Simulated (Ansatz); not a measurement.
bcc W was calculated with LDA (Ansatz, a program for electronic structure, plane waves, PAW).

A relaxed, unreconstructed slab of the (211) face has 12 atoms, two equal faces of 12.038 Å² each and an energy of -121552.3934 eV. A bulk cell of 6 atoms with the same orientation and in-plane k mesh has -60779.0863 eV. Energies are extrapolated to zero smearing.

Numerical settings: plane-wave cutoff 500 eV, 12×20×1 k mesh (along the axes of the cell as run), Fermi–Dirac smearing 0.1 eV, scalar-relativistic PAW data made under PBE.

Worked out: γ = (E_slab − N E_bulk per atom)/2A = [-121552.3934 − 12 × (-60779.0863/6)]/(2 × 12.038) = 0.2400 eV/Å². With 16.022 J/m² per eV/Å² this is 3.85 J/m², or 2.89 eV per surface cell and face.
